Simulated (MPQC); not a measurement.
# BH3F− (SMILES [BH3-]F): levels of theory compared

Aim: a comparison of 6 runs (HF/STO-3G, HF/3-21G, HF/def2-SVP, PBE0/3-21G, B3LYP/6-31G*, MP2/6-311G**) of BH3F−. 

Program for the calculation: MPQC 2.3.1.

1 further run of the same task is left out (set aside as unsound or not needed).

### Step 1. The molecule

BH3F− has 5 atoms, charge -1, and is taken as a singlet. As SMILES, `[BH3-]F`. Geometry: relaxed at GFN2-xTB.

Bond lengths: B1–F2 1.447 Å, B1–H3 1.227 Å, B1–H4 1.228 Å, B1–H5 1.228 Å. Angles: F2–B1–H3 108.4°, F2–B1–H4 108.4°, F2–B1–H5 108.4°, H3–B1–H4 110.7°, H3–B1–H5 110.5°, H4–B1–H5 110.5°.

### Step 2. Energy and gradient at HF/STO-3G (run 1)

File mol.in:

```
% emacs should use -*- KeyVal -*- mode
molecule<Molecule>: (
   symmetry = c1
   unit = angstrom
   { atoms geometry } = {
      B  [ -0.035750       0.029280      -0.033890 ]
      F  [ 0.855550      -0.717910       0.826970 ]
      H  [ -1.067340       0.264210       0.588100 ]
      H  [ -0.274560      -0.651290      -1.027540 ]
      H  [ 0.522090       1.075700      -0.353640 ]
   }
)
basis<GaussianBasisSet>: (
   name = "STO-3G"
   molecule = $:molecule
   basisdir = "."
   puream = yes
)
mpqc: (
   checkpoint = no
   savestate = no
   restart = no
   do_energy = yes
   do_gradient = yes
   optimize = no
   mole<CLHF>: (
      molecule = $:molecule
      basis = $:basis
      total_charge = -1
      memory = 1000000000
      print_evals = yes
      print_npa = yes
      maxiter = 120
      value_accuracy = 1e-08
      guess_wavefunction<CLHF>: (
         molecule = $:molecule
         total_charge = -1
         memory = 1000000000
         value_accuracy = 1e-3
         basis<GaussianBasisSet>: (
            name = "STO-3G"
            molecule = $:molecule
         )
      )
   )
)
```

The basis set STO-3G is read from a file made from the Basis Set Exchange's data (not shown).

The run is started by

```sh
mpqc -o mol.out mol.in
```

The log of the run:

```text
MPQC: Massively Parallel Quantum Chemistry
[...]
  LUMO is    10   A =   0.976945
  total scf energy = -124.0457378980
[...]
Value of the MolecularEnergy: -124.0457378980
  Gradient of the MolecularEnergy:
      1   -0.0131880953
      2    0.0103487921
      3   -0.0119999152
      4    0.0129813353
      5   -0.0108562670
      6    0.0125195194
      7   -0.0150689319
      8    0.0008246103
      9    0.0162431821
     10    0.0000569909
     11   -0.0167582501
     12   -0.0148474084
[...]
      symmetry = c1
[...]
```

Run time: 0.12 s. Hardware: 1 thread of Arm Neoverse V2, shared host.

### Step 3. Energy and forces at HF/3-21G (run 2)

File run.in:

```
% BFH3
molecule<Molecule>: (
   symmetry = c1
   unit = angstrom
   { atoms geometry } = {
      B  [ -0.035750       0.029280      -0.033890 ]
      F  [ 0.855550      -0.717910       0.826970 ]
      H  [ -1.067340       0.264210       0.588100 ]
      H  [ -0.274560      -0.651290      -1.027540 ]
      H  [ 0.522090       1.075700      -0.353640 ]
   }
)
basis<GaussianBasisSet>: (
   name = "3-21G"
   molecule = $:molecule
   basisdir = "."
   puream = yes
)
mpqc: (
   checkpoint = no
   savestate = no
   restart = no
   do_energy = yes
   do_gradient = yes
   optimize = no
   mole<CLHF>: (
      molecule = $:molecule
      basis = $:basis
      total_charge = -1
      memory = 1000000000
      print_evals = yes
      print_npa = yes
      maxiter = 120
      value_accuracy = 1e-08
      guess_wavefunction<CLHF>: (
         molecule = $:molecule
         total_charge = -1
         memory = 1000000000
         value_accuracy = 1e-3
         basis<GaussianBasisSet>: (
            name = "3-21G"
            molecule = $:molecule
         )
      )
   )
)
```

The basis set 3-21G is read from a file made from the Basis Set Exchange's data (not shown).

The run is started by

```sh
mpqc -o run.out run.in
```

The log of the run:

```text
MPQC: Massively Parallel Quantum Chemistry
[...]
  LUMO is    10   A =   0.523387
  total scf energy = -125.2073224849
[...]
Value of the MolecularEnergy: -125.2073224849
  Gradient of the MolecularEnergy:
      1   -0.0122087698
      2    0.0097995180
      3   -0.0113125569
      4   -0.0070502083
      5    0.0059379401
      6   -0.0068297175
      7    0.0095757475
      8   -0.0053960947
      9    0.0027712874
     10    0.0064162917
     11   -0.0018566658
     12    0.0089898535
[...]
      symmetry = c1
[...]
```

It took 0.18 s on 1 thread of Arm Neoverse V2, shared host.

### Step 4. Energy and gradient at HF/def2-SVP (run 3)

Changes to run.in since step 3:

```diff
@@ -13,3 +13,3 @@
 basis<GaussianBasisSet>: (
-   name = "3-21G"
+   name = "def2-SVP"
    molecule = $:molecule
@@ -40,3 +40,3 @@
          basis<GaussianBasisSet>: (
-            name = "3-21G"
+            name = "MINI (Huzinaga)"
             molecule = $:molecule
```

The basis set def2-SVP is read from a file made from the Basis Set Exchange's data (not shown).

The run is started by

```sh
mpqc run.in > run.out
```

The log of the run:

```text
MPQC: Massively Parallel Quantum Chemistry
[...]
  LUMO is    10   A =   0.449905
  total scf energy = -125.7934470487
[...]
Value of the MolecularEnergy: -125.7934470487
  Gradient of the MolecularEnergy:
      1   -0.0132621670
      2    0.0106774680
      3   -0.0123211405
      4   -0.0019952211
      5    0.0016967720
      6   -0.0019448553
      7    0.0118369791
      8   -0.0044324987
      9   -0.0023799396
     10    0.0050867513
     11    0.0032492896
     12    0.0111519511
[...]
      symmetry = c1
[...]
```

Run time: 0.88 s. Hardware: 1 thread of Arm Neoverse V2, shared host.

Runs 4 to 5 aren't shown in full; the table further down has their settings and results.

### Step 5. Energy and forces at MP2/6-311G(d,p) (run 6)

File run.in:

```
% BFH3
molecule<Molecule>: (
  symmetry = c1
  unit = bohr
  { atoms geometry } = {
    B  [ -0.06755771 0.05533118 -0.06404282 ]
    F  [ 1.61675519 -1.35665328 1.56274681 ]
    H  [ -2.01698028 0.49928454 1.11134793 ]
    H  [ -0.51884320 -1.23075973 -1.94176918 ]
    H  [ 0.98660711 2.03277839 -0.66828275 ]
  }
)
basis<GaussianBasisSet>: (
  name = "6-311G**"
  molecule = $:molecule
  basisdir = "."
  puream = yes
)
mpqc: (
  checkpoint = no
  savestate = no
  restart = no
  do_energy = yes
  do_gradient = yes
  optimize = no
  mole<MBPT2>: (
    molecule = $:molecule
    basis = $:basis
    memory = 1000000000
    method = mp
    nfzc = 2
    reference<CLHF>: (
      molecule = $:molecule
      basis = $:basis
      total_charge = -1
      memory = 1000000000
      print_evals = yes
      maxiter = 120
      value_accuracy = 1e-08
      guess_wavefunction<CLHF>: (
        molecule = $:molecule
        total_charge = -1
        memory = 1000000000
        value_accuracy = 1e-3
        basis<GaussianBasisSet>: (
          name = "STO-2G"
          molecule = $:molecule
        )
      )
    )
  )
)
```

The basis set 6-311G** is read from a file made from the Basis Set Exchange's data (not shown).

The run is started by

```sh
mpqc run.in > run.out
```

The log of the run:

```text
MPQC: Massively Parallel Quantum Chemistry
[...]
  LUMO is    10   A =   0.393569
  total scf energy = -125.9275197653
[...]
  MP2 correlation energy [au]:         -0.333235090089
  MP2 energy [au]:                   -126.260754855389
[...]
Value of the MolecularEnergy: -126.2607548554
  Gradient of the MolecularEnergy:
      1   -0.0070034773
      2    0.0054537891
      3   -0.0063026002
      4   -0.0059815283
      5    0.0050359856
      6   -0.0057934224
      7    0.0074637800
      8   -0.0036448995
      9    0.0007720998
     10    0.0043253335
     11   -0.0001258349
     12    0.0069589977
[...]
        symmetry = c1
[...]
```

It took 7.5 s on 1 thread of Arm Neoverse V2, shared host; peak memory 0.24 GiB.

### Step 6. All runs side by side

```
run                               level   starting guess  integration grid  energy (Eh)  HOMO energy (eV)  LUMO energy (eV)  HOMO–LUMO gap (eV)  wall time
  1                           HF/STO-3G           STO-3G                 –  -124.045738             -0.87             26.58               27.45     0.12 s
  2                            HF/3-21G            3-21G                 –  -125.207322             -4.45             14.24               18.69     0.18 s
  3                         HF/def2-SVP  MINI (Huzinaga)                 –  -125.793447             -4.84             12.24               17.09     0.88 s
  4                          PBE0/3-21G  MINI (Huzinaga)             xfine  -125.709166             -0.38             10.65               11.03      5.1 s
  5  B3LYP/6-31G* (spherical functions)           STO-3G             xfine  -126.536705             -0.38             10.18               10.56      7.5 s
  6                        MP2/6-311G**           STO-2G                 –  -126.260755             -4.96             10.71               15.67      7.5 s
```

### Step 7. Summary of results

```
                                                    quantity          value
                                         run 6: total energy  -126.26075 Eh
                  run 6: HOMO energy (Hartree–Fock orbitals)       -4.96 eV
                  run 6: LUMO energy (Hartree–Fock orbitals)       10.71 eV
run 6: HOMO–LUMO gap (to an unbound level, set by the basis)       15.67 eV
          run 6: correlation energy (2 core orbitals frozen)     -333.2 mEh
                             run 6: largest force on an atom     0.560 eV/Å
```

**Reading.** Over runs 1, 2, 3, 4, 5 the HOMO–LUMO gap runs from 10.56 eV (B3LYP/6-31G*) to 27.45 eV (HF/STO-3G). The two ends differ in method and basis. The empty levels of an anion lie above zero and hang on the basis. Totals of different functionals can't be ranked against each other. In run 1 the basis is minimal, so the values are rough. All runs together took 21 s, the longest 7.5 s.
